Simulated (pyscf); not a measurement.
Single points on ωB97X-D3(BJ)/def2-SVP structures (PySCF, gas phase).

Question: For F–Mo(F)(F)(F)(F)–F + silanol (HO–SiH₃) → hydrogen fluoride (HF) + F–Mo(F)(F)(F)(F)–O–SiH₃, a four-centre exchange (singlet surface; F–Mo, H–O broken, F–H, Mo–O formed), PBE/def2-TZVP gives ΔE‡ = 14.5 kcal/mol and ΔE = -1.3 kcal/mol (zero: the separated reactants). In which direction and how far do B3LYP-D3(BJ)/def2-TZVP, M06-2X/def2-TZVP, ωB97M-D3(BJ)/def2-TZVP move these?

Answer: B3LYP-D3(BJ): ΔE‡ = 13.5 kcal/mol, ΔE = -5.9 kcal/mol; M06-2X: ΔE‡ = 8.1 kcal/mol, ΔE = -7.3 kcal/mol; ωB97M-D3(BJ): ΔE‡ = 14.7 kcal/mol, ΔE = -3.6 kcal/mol. PBE's barrier matches one of them and lies within 6.5 kcal/mol of the others. Its reaction energy lies over all of them, by 2.3 to 6.0 kcal/mol. On the reactant side the descent ends in an adduct with a Mo–O contact, 2.0 kcal/mol under the separated species and 15.8 kcal/mol under the saddle at ωB97X-D3(BJ)/def2-TZVP. What is counted as formed (Mo–O) is already present as a longer contact in the reactant adduct; forming that adduct is a step of its own. One saddle was located; it need not be the lowest between these sides. Elements past Kr carry the def2 core potentials, without spin-orbit coupling.
